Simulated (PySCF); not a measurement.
C2H4ClF.
Bonds: F1–C2, C2–C3, C3–Cl4. Hydrogens: H5, H6 on C2; H7, H8 on C3.

Method used: PySCF 2.14.0, PBE0-D3(BJ)/def2-SVP geometry optimisation, gas phase.

Q: What internal coordinates does the optimisation give?

A: 
```
        bond  length (Å)
       F1–C2       1.370
       C2–C3       1.512
      C3–Cl4       1.779
C2–H5, C2–H6       1.103
C3–H7, C3–H8       1.099
```

Bonds in one row agree within 0.01 Å and their mean is given. A selection of angles:
```
    angle  degrees
 F1–C2–C3    108.7
 F1–C2–H5    109.4
 C3–C2–H5    110.4
 H5–C2–H6    108.5
C2–C3–Cl4    109.7
 C2–C3–H7    110.9
Cl4–C3–H7    108.3
 H7–C3–H8    108.8
```

Torsions: F1–C2–C3–Cl4 -179° (antiperiplanar).

The 4 heavy atoms lie in one plane (0.007 Å rms).

Point group: Cs (every atom within 0.08 Å of its image). Whether it is a minimum is left open (no frequencies). The numbers are those of one conformer.
